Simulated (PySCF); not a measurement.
C₂H, SMILES [C]#C (connectivity only; charge and spin as stated), charge +1, multiplicity 1. Coordinates come from a B3LYP-D3(BJ)/def2-TZVPD optimisation. The spin state was assumed, not searched. The isomer is the one that the SMILES or the coordinates give; other isomers of the formula were not compared.

TDA-PBE0/def2-TZVPD in PySCF 2.14.0 puts the lowest singlet excitations at 1.18, 5.79, 6.88, 7.08, 7.77, 11.73 eV and the lowest triplet (TDA) at 4.63 eV.

Task: What are the lowest singlet roots from EOM-CCSD/aug-cc-pVDZ run with PySCF? (Estimate from the structure and the level; the computed values follow.)

Result: 0.05, 1.08, 2.72, 3.13, 5.64, 5.74 eV; triplets -0.91, -0.77, 0.00 eV. S1 differs by -1.13 eV (second minus first; roots are paired by order, and the bases may differ).
